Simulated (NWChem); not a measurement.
Molecule: chloromethane (CH$_{3}$Cl); SMILES CCl

```xyz
5

C      0.0000     0.0000    -1.1109
Cl     0.0000     0.0000     0.6644
H      0.7330     0.7330    -1.4701
H      0.2683    -1.0013    -1.4701
H     -1.0013     0.2683    -1.4701
```
Atoms are numbered in this order, from 1.

All runs use the structure optimised with PBE0/def2-SVP.

 States above −ε(HOMO) = 7.1 eV lie in this functional's continuum and hang on the basis.

Q: List the 6 lowest vertical singlet excitations from PBE/aug-cc-pVDZ, full TDDFT (NWChem).

A: 
```json
[
 {"state": "S1", "energy (eV)": "6.42", "oscillator strength": "0.001", "leading excitation (squared amplitude)": "HOMO → LUMO (0.94)"},
 {"state": "S2", "energy (eV)": "6.42", "oscillator strength": "0.001", "leading excitation (squared amplitude)": "HOMO−1 → LUMO (0.94)"},
 {"state": "S3", "energy (eV)": "6.96", "oscillator strength": "0.023", "leading excitation (squared amplitude)": "HOMO → LUMO+1 (0.94)"},
 {"state": "S4", "energy (eV)": "6.96", "oscillator strength": "0.023", "leading excitation (squared amplitude)": "HOMO−1 → LUMO+1 (0.94)"},
 {"state": "S5", "energy (eV)": "7.57", "oscillator strength": "0.002", "leading excitation (squared amplitude)": "HOMO → LUMO+3 (0.50)"},
 {"state": "S6", "energy (eV)": "7.57", "oscillator strength": "0.002", "leading excitation (squared amplitude)": "HOMO → LUMO+2 (0.50)"}
]
```
